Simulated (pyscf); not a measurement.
Thermochemistry of product channels of H₂Al–O–SnH₃ (SMILES [AlH2][O][SnH3]) + HF (SMILES F) on the singlet surface, in kJ/mol, from CCSD(T)/def2-TZVPP + ΔMP2(QZVPP) energies (ideal gas, 1 atm, RRHO with modes under 100 cm⁻¹ raised to 100, one conformer, R ln 2 for chiral ones without a mode under 150 cm⁻¹). Optimised with ωB97X-D3(BJ)/def2-SVP in PySCF. Correlated levels are frozen-core, on RHF or UHF. ΔMP2 is the change of the MP2 total energy from the triple- to the quadruple-zeta basis.

```
products                                                    ΔE  ΔH(298 K)  ΔG(298 K)  ΔG(1200 K)
-------------------------------------------------------  -----  ---------  ---------  ----------
HO–AlH₂ (SMILES [OH][AlH2]) + F–SnH₃ (SMILES [F][SnH3])  -18.1      -17.8      -18.7           …
F–AlH₂ (SMILES [F][AlH2]) + HO–SnH₃ (SMILES [OH][SnH3])      …      -28.6      -32.3       -37.7
```

Problem. What belongs in the gaps?

Solution. 
- HO–AlH₂ (SMILES [OH][AlH2]) + F–SnH₃ (SMILES [F][SnH3]), ΔG(1200 K): -16.0
- F–AlH₂ (SMILES [F][AlH2]) + HO–SnH₃ (SMILES [OH][SnH3]), ΔE: -29.1

These are energies of the channels, which say nothing of barriers. The CCSD(T) − MP2 part came from Ansatz, without density fitting, on the same reference. The frozen core leaves the outer d or s,p core shells of the metals and heavy elements correlated in the MP2 and CC values, and def2-TZVPP describes them poorly, which can shift differences by a few kcal/mol. Elements past Kr carry the def2 core potentials, without spin-orbit coupling.
